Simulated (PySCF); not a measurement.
## Redox energetics: 1,2,3-butatriene

Parent: 1,2,3-butatriene, `C=C=C=C` (C4H4). Coordinates in Å; atoms count from 1 in this order:
```
C     1.9084   -0.3016    0.3284
C     0.6232   -0.0969    0.1167
C    -0.6189    0.1012   -0.0886
C    -1.9038    0.3064   -0.3018
H     2.2587   -0.8760    1.1927
H     2.6679    0.0959   -0.3532
H    -2.2524    0.8807   -1.1667
H    -2.6646   -0.0907    0.3787
```

Level of theory: ωB97X-D3(BJ)/ma-def2-TZVP single points in PySCF, grid level 2; every species was optimised with PBE0-D3(BJ)/ma-def2-SVP. The prefix ma- adds one diffuse s and one diffuse p function on all atoms but H. ωB97X-D3(BJ) is ωB97X-V with D3(BJ) in place of VV10. Thermal corrections: PBE0-D3(BJ)/ma-def2-SVP frequencies, unscaled, ideal gas at 298.15 K and 1 bar, quasi-RRHO entropy.

Frontier levels of the parent: HOMO -9.29 eV, LUMO 0.29 eV.

Oxidation to the radical cation:
- Vertical ionisation energy (electronic): 9.23 eV
- Adiabatic ionisation energy (with zero-point energy): 8.90 eV
- Adiabatic, electronic part: 8.95 eV
- Vertical gap at the product's structure: 8.46 eV
- Inner reorganisation energy (four-point): 770 meV
- Relaxation of product / of parent: 279 / 491 meV
- ⟨S²⟩ of the product: 0.783
- Largest spin populations: C1 0.36, C4 0.36, C2 0.13, C3 0.13
- Largest changes of atomic charge: C4 0.20, C1 0.20, C3 0.14, C2 0.14
- Distances that move most (Å): C1–C2 1.319 → 1.331; C3–C4 1.319 → 1.331; C2–C3 1.274 → 1.269
- Potential in dichloromethane: 6.71 V absolute, 2.00 V against Fc+/Fc computed at 4.70 V (solvation -9 → -219 kJ/mol)

Reduction to the radical anion:
- Vertical electron affinity (electronic): -0.19 eV
- Adiabatic electron affinity (with zero-point energy): 0.13 eV
- Adiabatic, electronic part: -0.01 eV
- Vertical gap at the product's structure: 0.24 eV
- ⟨S²⟩ of the product: 0.767
- Largest spin populations: C4 0.43, C1 0.43, C3 0.10, C2 0.10
- Largest changes of atomic charge: C1 -0.28, C4 -0.28, C2 -0.10, C3 -0.10
- Distances that move most (Å): C3–C4 1.319 → 1.376; C1–C2 1.319 → 1.376; C2–C3 1.274 → 1.255
- Potential in dichloromethane: 2.27 V absolute, -2.43 V against Fc+/Fc computed at 4.70 V (solvation -9 → -211 kJ/mol)

Solvents are IEF-PCM continua (electrostatics only, gas-phase structures); absolute potentials refer to an electron at rest in vacuum. Fc+/Fc in dichloromethane, 4.70 V, is ωB97X-D3(BJ)/ma-def2-TZVP on PBE0-D3(BJ)/def2-SVP structures with GFN2-xTB thermal terms. Benchmark calculations put it near 5.0 V in acetonitrile and DMSO, so it is about 0.3 V low, and the value against it can read up to that much too high.

Measured values (NIST Chemistry WebBook, evaluated or the median of agreeing entries): adiabatic ionisation energy 9.15 eV (computed 8.90, difference -0.25).

Note: a negative vertical affinity means that the electron isn't bound at that structure, so the value and what is derived from it hang on the basis.

Hardware: 1 thread of Arm Neoverse V2, shared with other jobs. Command: `OMP_NUM_THREADS=1 python redox_run.py task.json out`. Structures, frequencies and single points: 7.5 min.

Differences come from unrounded values, so a last digit can differ from that of the printed terms.
